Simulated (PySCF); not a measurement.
# How methods differ on the ionisation energy of F

F [He] 2s2 2p5 (2P) → F⁺ [He] 2s2 2p4 (3P), as a difference of total energies. All numbers are calculated (PySCF 2.14, the spin-free X2C one-electron Hamiltonian (Gaussian nucleus), in aug-cc-pCVTZ-DK with one added diffuse shell each of s, p, d, f type (8s7p5d3f, 75 functions)). Correlated levels: valence and next inner shell: nothing frozen. The calculations carry no spin-orbit coupling.

```
                                method  ionisation energy (eV)  error (eV)
                                   UHF                  15.654      -1.773
    MP2 (valence and next inner shell)                  17.321      -0.106
SCS-MP2 (valence and next inner shell)                  17.303      -0.124
   CCSD (valence and next inner shell)                  17.208      -0.219
CCSD(T) (valence and next inner shell)                  17.272      -0.155
```

Reference: 17.427 eV (measured; NIST levels, between the centres of gravity of the two terms).

Errors of the correlated levels include the incompleteness of this basis.
